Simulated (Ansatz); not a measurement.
`FC1CCCO1` → 4 C• + F• + 7 H• + O•  (atomization)

Program: Ansatz. Geometries: PBE0-D4/def2-TZVP. ΔE: electronic, gas phase. CCSD(T)/CBS adds triple-zeta CCSD(T) − MP2 to the extrapolated MP2 energy (def2 sets, frozen cores). This one scheme is used for every species, atoms too. Functionals use def2-TZVPP. B3LYP here is the variant with VWN-RPA as its local correlation; programs differ in this. Open shells (•) are unrestricted, without spin–orbit coupling. Spin–orbit coupling would lower the free atoms: a little for C, F, O.

| level | ΔE (kJ/mol) | difference from CCSD(T)/CBS |
| --- | --- | --- |
| PBE-D4 | 5519.2 | 157.4 |
| PBE0-D4 | 5411.0 | 49.2 |
| B3LYP-D4 | 5352.4 | -9.4 |
| ωB97M-V | 5384.0 | 22.2 |
| B2PLYP | 5308.4 | -53.4 |
| r2SCAN | 5379.4 | 17.6 |
| PBE0 | 5390.8 | 29.0 |
| B3LYP | 5313.5 | -48.3 |
| HF/def2-TZVPP | 3901.4 | -1460.4 |
| SCS-MP2/def2-TZVPP | 5295.4 | -66.4 |
| CCSD/def2-TZVPP | 5153.1 | -208.7 |
| HF/def2-QZVPP | 3906.1 | -1455.7 |
| MP2/def2-QZVPP | 5422.1 | 60.3 |
| SCS-MP2/def2-QZVPP | 5377.8 | 16.0 |
| HF/CBS(def2) | 3906.9 | -1454.9 |
| CCSD/CBS(def2) | 5279.2 | -82.6 |
| CCSD(T)/CBS | 5361.8 | 0 |

Largest T1 diagnostic among the species: 0.011.

From PBE to PBE0 (25 % exact exchange), in def2-TZVPP and without D4, ΔE moves by −104.0 kJ/mol: exact exchange takes away binding that semilocal exchange gives to molecules. The D4 term adds +38.9 kJ/mol with B3LYP and +20.2 kJ/mol with PBE0; it sums over pairs of atoms, weighted by their polarisabilities, and B3LYP, whose exchange is more repulsive, gets the larger term. In def2-TZVPP, CCSD(T) changes the Hartree–Fock value by +1334.3 kJ/mol (the triples alone add +82.5 kJ/mol) and MP2 by +1446.7 kJ/mol; breaking electron pairs costs correlation energy, which Hartree–Fock lacks.

For atomizations the MP2-based limit and the directly extrapolated one differ by several kJ/mol either way, and by 10 to 25 for some Ge, Se and Sn compounds, so smaller differences from it don't rank the levels.
